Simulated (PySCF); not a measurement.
Species: sulfuryl chloride, Cl₂O₂S.
SMILES with atom numbers: `[O:1]=[S:2](=[O:3])([Cl:4])[Cl:5]`

A GFN2-xTB structure was refined with PySCF 2.14.0, PBE0-D3(BJ)/def2-SVP geometry optimisation, gas phase. Its GFN2-xTB values:

| coordinate | GFN2-xTB |
| --- | --- |
| O1=S2 | 1.424 Å |
| S2=O3 | 1.412 Å |
| S2–Cl4 | 2.074 Å |
| O1–S2–O3 | 119.9° |
| O1–S2–Cl4 | 107.6° |
| Cl4–S2–Cl5 | 101.7° |

Task: How do these coordinates change at the PBE0-D3(BJ)/def2-SVP level?

Result: 
| coordinate | PBE0-D3(BJ)/def2-SVP (Å or °) | change |
| --- | --- | --- |
| S2=O3 | 1.436 | +0.024 |
| S2–Cl4 | 2.053 | -0.021 |
| O1=S2 | 1.436 | +0.012 |
| O1–S2–O3 | 123.5 | +3.6 |
| Cl4–S2–Cl5 | 99.4 | -2.3 |
| O1–S2–Cl4 | 107.9 | +0.3 |

The energy falls by 6.6 kJ/mol over 6 energy and gradient evaluations, the largest force component goes from 0.0389 to 3.6e-04 Eh/bohr, and the atoms move by 0.034 Å rms after alignment. The bond that changes most is S2=O3 (sulfonyl sulfur to sulfonyl oxygen), which lengthens by 0.024 Å. Bonds longer at the end by more than 0.005 Å: 3 of 4; shorter: 1. Rotational constants go from 3427, 2240, 1826 to 3334, 2270, 1859 MHz.

The run used 82 basis functions and 47 SCF cycles in all.

Not checked by PBE0-D3(BJ)/def2-SVP frequencies.
